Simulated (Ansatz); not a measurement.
**CS2 (singlet): the correlation ladder, 6-31G**

An exercise on one series of results from a longer session: the logs are not shown, and one member is left open.

Program: Ansatz 0.2.0, Gaussian basis. Level of theory: 6-31G, core rule «outside noble gas», up to 11 orbitals frozen. These are calculated values, not measurements.

To be run: UHF; CCSD(T) on RHF; BCCD(T) on RHF; CISD; CCSDT(Q) on RHF; CISDTQ; CCSDTQ on RHF; CASSCF and MRCISD+Q, 16 electrons in 12 orbitals; CASSCF and NEVPT4(SD), 16 electrons in 12 orbitals; CASSCF and NEVPT2, 16 electrons in 12 orbitals.

18 further runs of the same task are left out: 1 that didn't finish, 17 set aside as unsound or not needed.

## The system

The geometry is an MP2(full)/6-31G* stationary point (not a proven minimum).

3 atoms, charge 0, spin multiplicity 1.

Atoms are counted from 1 here; the program's logs count them from 0.

Bond lengths: S1–C2 1.561 Å, C2–S3 1.561 Å. Angles: S1–C2–S3 180.0°.

The first run:

Contents of in.yaml:

```yaml
crystal:
  periodic: [false, false, false]
  atoms:
    - {symbol: S, position_ang: [0.000000, 0.000000, 1.561117]}
    - {symbol: C, position_ang: [0.000000, 0.000000, 0.000000]}
    - {symbol: S, position_ang: [0.000000, 0.000000, -1.561117]}
basis:
  gaussian: {orbitals: 6-31G}
magnetization: {spin_polarized: true, initial_magnetization: 0}
hamiltonian: {xc: hf}
output: {orbitals: {seedname: orbitals}}
```

On the command line:

```bash
$ ansatz run in.yaml --threads 1 --pin off --events-out ev --progress --plain --max-ram 4096MiB --backend cpu
```

Steps of the session up to this table: UHF; CCSD(T) on RHF; BCCD(T) on RHF; CISD; CCSDT(Q) on RHF; CISDTQ; CCSDTQ on RHF; CASSCF and MRCISD+Q, 16 electrons in 12 orbitals; CASSCF and NEVPT4(SD), 16 electrons in 12 orbitals; CASSCF and NEVPT2, 16 electrons in 12 orbitals.

One table of the session follows, with a row left open; its other results are not shown here.

| method | from RCCSDTQ (meV) |
| --- | --- |
| RHF | +6371.5 |
| RMP2 | ? |
| CISD | +933.8 |
| RCCSD | +410.7 |
| RCCSD(T) | +40.5 |
| BCCD(T) | +33.6 |
| RCCSDT | +24.2 |
| CISDTQ | +90.2 |
| RCCSDT(Q) | +1.5 |
| RCCSDTQ | 0 |
| CASSCF valence | +2152.8 |
| NEVPT2 valence | +528.8 |
| NEVPT4(SD) valence | +71.4 |
| MRCISD valence | +107.7 |
| MRCISD+Q valence | +24.0 |

Estimate the missing values for RMP2.

**Answer.** from RCCSDTQ (meV): +417.0. In the column «from RCCSDTQ (meV)» it lies between RCCSD (+410.7) and NEVPT2 valence (+528.8).
